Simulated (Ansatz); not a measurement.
We consider Sb2O3 (Pccn, No. 56), described by LDA (Ansatz, a first-principles code, PAW).

Run with plane-wave cutoff 520 eV, 8×6×4 k mesh (along the axes of the cell as run), Fermi–Dirac smearing 0.01 eV, scalar-relativistic PAW data made under PBE.

Properties against volume:

Shape and atoms are relaxed at each volume.

| V (Å³/atom) | P (GPa) | direct gap at Γ (eV) |
|---|---|---|
| 14.916 | 1.72 | 1.421 |
| 15.227 | 0.78 | 1.571 |
| 15.537 | -0.01 | 1.714 |
| 15.848 | -0.66 | 1.845 |
| 16.159 | -1.20 | 1.972 |

A straight line through the gaps at Γ against ln V gives a volume deformation potential dE_g(Γ)/d ln V of 6.9 eV: the gap at Γ narrows under compression.

Note: the relaxation could not lower the start's symmetry, so the cell can be a saddle point above a distorted one; the volume lies 6 % below that of the published cell; the bulk modulus comes from volumes at which shape and atoms were relaxed.

Spin–orbit coupling is not included.
